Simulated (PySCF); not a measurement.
acetic acid cation (C2H4O2), SMILES CC(=O)O (connectivity only; charge and spin as stated), charge +1, multiplicity 2. Geometry: PBE0-D3(BJ)/def2-SVP. The spin state was assumed, not searched. The values are those of a single conformer.

Calculation: PBE0-D3(BJ)/def2-SVP in PySCF.

Harmonic wavenumbers (cm⁻¹): 118, 364, 476, 551, 677, 902, 969, 982, 1191, 1264, 1351, 1407, 1451, 1642, 3033, 3141, 3186, 3689. Rotational constants (GHz): 11.86, 9.446, 5.446; symmetry number 1.

**Question.** Work out the zero-point energy and the ideal-gas rigid-rotor harmonic-oscillator thermochemistry at 298.15 K and 1 atm.

**Answer.** ZPE = ½ Σ hcν = ½ × 26394 cm⁻¹ = 157.87 kJ/mol. H − E(el) = 172.49 kJ/mol. Entropy in J/(mol K): translation 159.82, rotation 99.50, vibration 26.43, spin 5.76, total 291.52. G − E(el) = 85.57 kJ/mol. Cp = 70.25 J/(mol K). Modes under 150 cm⁻¹ make the vibrational entropy uncertain.
